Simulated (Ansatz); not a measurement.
# ClF (singlet): the correlation ladder, cc-pV(Q+d)Z

The task here is to estimate one member of a computed series from the others.

The runs use Ansatz 0.2.0, Gaussian basis; cc-pV(Q+d)Z, core rule «outside noble gas», up to 6 orbitals frozen.

To be run: UHF; CCSD(T) on RHF; CCSDT(Q) on RHF.

## What is computed

The geometry is an MP2(full)/6-31G* stationary point (not a proven minimum).

2 atoms, charge 0, spin multiplicity 1.

Atoms are counted from 1 here; the program's logs count them from 0.

Bond lengths: F1–Cl2 1.659 Å.

Set-up of the first run:

File in.yaml:

```yaml
crystal:
  periodic: [false, false, false]
  atoms:
    - {symbol: F, position_ang: [0.000000, 0.000000, 0.000000]}
    - {symbol: Cl, position_ang: [0.000000, 0.000000, 1.659096]}
basis:
  gaussian: {orbitals: "cc-pV(Q+d)Z.json"}
magnetization: {spin_polarized: true, initial_magnetization: 0}
hamiltonian: {xc: hf}
output: {orbitals: {seedname: orbitals}}
```

Launch:

```console
$ ansatz run in.yaml --threads 1 --pin off --events-out ev --progress --plain --max-ram 3956MiB --backend cpu
```

Among the steps run: UHF; CCSD(T) on RHF; CCSDT(Q) on RHF.

One of the session's tables, all rows but one given; the rest of the session is left out.

| method | from RCCSDT(Q) (kJ/mol) |
| --- | --- |
| RHF | +1385.0 |
| RMP2 | +96.5 |
| RCCSD | ? |
| RCCSD(T) | +4.5 |
| RCCSDT | +3.2 |
| RCCSDT(Q) | 0 |

Q: Estimate the row for RCCSD from the others.

As computed: from RCCSDT(Q) (kJ/mol): +57.9. In the column «from RCCSDT(Q) (kJ/mol)» it lies between RCCSD(T) (+4.5) and RMP2 (+96.5).

With the free atoms at the same levels and basis (separate runs), the atomisation energy is 2.598 eV at RCCSDT(Q), 2.585 eV at RCCSD(T), 0.300 eV at RHF.
